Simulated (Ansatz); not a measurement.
Two isomers of C3H5FO: A = `OC1(F)CC1`, B = `C/C(F)=C\O`.

Calculated with Ansatz (gas phase, PBE0-D4/def2-TZVP geometries, no zero-point term in ΔE). CBS: MP2 limit from def2 TZ/QZ plus the TZ coupled-cluster correction, frozen cores. DFT in def2-TZVPP. B3LYP here is the variant with VWN-RPA as its local correlation; programs differ in this. One conformer a species, not always the lowest.

Task: Which isomer does CCSD(T)/CBS put lower? Give the gap. (Best estimate.)

Result: The calculation gave: B, by 14.1 kJ/mol.

Task: Give E(B) − E(A) in kJ/mol with ωB97M-V, HF/def2-TZVPP, r2SCAN-D4, B3LYP-D4, B2PLYP, B3LYP, CCSD(T)/def2-TZVPP. (Best estimate.)

Result: Computed: ωB97M-V -6.9, HF/def2-TZVPP -14.5, r2SCAN-D4 -10.8, B3LYP-D4 -24.4, B2PLYP -18.4, B3LYP -24.6, CCSD(T)/def2-TZVPP -11.9. None reverses the order clearly.

Largest T1 diagnostic: 0.012.

From PBE to PBE0 (25 % exact exchange), in def2-TZVPP and without D4, E(B) − E(A) moves by +10.7 kJ/mol.
